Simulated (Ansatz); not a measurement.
Input for Ansatz (development build ahead of 0.2.0):

```yaml
crystal:
  periodic: [false, false, false]
  atoms:
    - { symbol: Li, position_ang: [-0.03945, -0.03037, -1.39815] }
    - { symbol: Li, position_ang: [-0.02375, 0.0192, 1.35398] }
basis:
  gaussian: { orbitals: cc-pVDZ }
hamiltonian:
  xc: hf
correlation:
  method: mp2
  frozen_orbitals: { Li: 0 }
```

The input is written out in the form of the current development build from the run's settings.

The run gave:

```yaml
Converged: yes
Reference_energy: -14.86994 hartree
Correlation_energy: -0.01988 hartree
Total_energy: -14.88982 hartree
Spin_squared_of_the_determinant: 0.000
```
